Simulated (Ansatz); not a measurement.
in.yaml

```yaml
crystal:
  periodic: [false, false, false]
  atoms:
    - {symbol: B, position_ang: [0.000000, 0.000000, 0.000000]}
    - {symbol: As, position_ang: [0.000000, 0.000000, 1.795100]}
basis:
  gaussian: {orbitals: aug-cc-pVDZ}
magnetization: {spin_polarized: false, initial_magnetization: 2}
hamiltonian: {xc: hf}
scf: {lower_state_search: off}
output: {orbitals: {seedname: orbitals}}
```

```sh
$ ansatz run in.yaml --threads 1 --pin off --events-out ev --progress --plain --max-ram 2393MiB
```

The program prints:

```
these checks for a lower state are left out or cut short: stability, starts, cluster_reference, orbital_swaps, neighbouring_geometries, increment
659 factors; integrals over basis functions are off by at most 1.1e-3 eV
mean field evaluation 1: about -61462.5169 eV, gradient 6.1e0 eV
mean field evaluation 2: about -61462.5175 eV, gradient 6.1e0 eV
mean field evaluation 4: about -61463.2674 eV, gradient 1.7e0 eV
mean field evaluation 8: about -61463.3486 eV, gradient 2.3e-1 eV
mean field -61463.34921970 eV, -2258.7364224697 hartree, gradient 2.9e-6 eV, S^2 2.000000; 0 other end points of the search recorded, 0 dependent functions left out
reference -61463.34921970 eV, -2258.7364224697 hartree; 20, 18 occupied and 39, 41 virtual orbitals, 659 factors
Total energy: -61463.34921970 eV, -2258.7364224697 hartree
Checks for a lower state left out: stability, starts, cluster_reference, orbital_swaps, neighbouring_geometries, increment
```

Ran on 1 thread of AMD EPYC, shared host: 1.4 s wall, 0.11 GiB peak host memory.
